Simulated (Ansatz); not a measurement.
# CH3B: the cost of one run

Program: Ansatz 0.2.0, Gaussian basis. Level of theory: def2-QZVPP, core rule «outside noble gas», up to 2 orbitals frozen. These are calculated values, not measurements.

Plan: UHF; ROHF; CCSD(T) on UHF.

2 further runs of the same task are left out: 2 set aside as unsound or not needed.

### Step 1. The system

The geometry is a PBE0/def2-TZVP stationary point (not a proven minimum) of the parent state, kept for this charge and spin.

5 atoms, charge 0, spin multiplicity 5.

Atoms are counted from 1 here; the program's logs count them from 0.

Bond lengths: B1–C2 1.496 Å, B1–H3 1.202 Å, B1–H4 1.196 Å, C2–H5 1.082 Å. Angles: C2–B1–H3 119.8°, C2–B1–H4 120.9°, H3–B1–H4 119.3°, B1–C2–H5 144.8°.

### Step 2. UHF

File in.yaml:

```yaml
crystal:
  periodic: [false, false, false]
  atoms:
    - {symbol: B, position_ang: [0.000000, 0.050359, 0.739783]}
    - {symbol: C, position_ang: [0.000000, -0.101482, -0.748988]}
    - {symbol: H, position_ang: [0.000000, 1.148901, 1.227395]}
    - {symbol: H, position_ang: [0.000000, -0.908685, 1.455152]}
    - {symbol: H, position_ang: [0.000000, 0.428910, -1.692336]}
basis:
  gaussian: {orbitals: "def2-QZVPP.json"}
magnetization: {spin_polarized: true, initial_magnetization: 4}
hamiltonian: {xc: hf}
output: {orbitals: {seedname: orbitals}}
```

Started as:

```console
ansatz run in.yaml --threads 1 --pin off --events-out ev --progress --plain --max-ram 2393MiB
```

What time and memory should one allow on 1 thread of Arm Neoverse V2, shared host?

About 9 s, with a peak of 0.33 GiB.
